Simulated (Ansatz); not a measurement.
A calculation with Ansatz (development build ahead of 0.2.0).

```yaml
crystal:
  periodic: [false, false, false]
  atoms:
    - { symbol: Si, position_ang: [0.0, 0.0, 0.0] }
    - { symbol: O, position_ang: [0.0, 0.0, 2.416] }
basis:
  gaussian: { orbitals: STO-3G }
hamiltonian:
  xc: hf
correlation:
  method: fci
  frozen_orbitals: { O: 1, Si: 5 }
```

The input is written out in the form of the current development build from the run's settings.

Results

| Item | Value |
| --- | --- |
| Converged | yes |
| Reference energy | -359.11331 hartree |
| Correlation energy | -0.22491 hartree |
| Total energy | -359.33822 hartree |
| State | lowest singlet root, of any spatial symmetry |
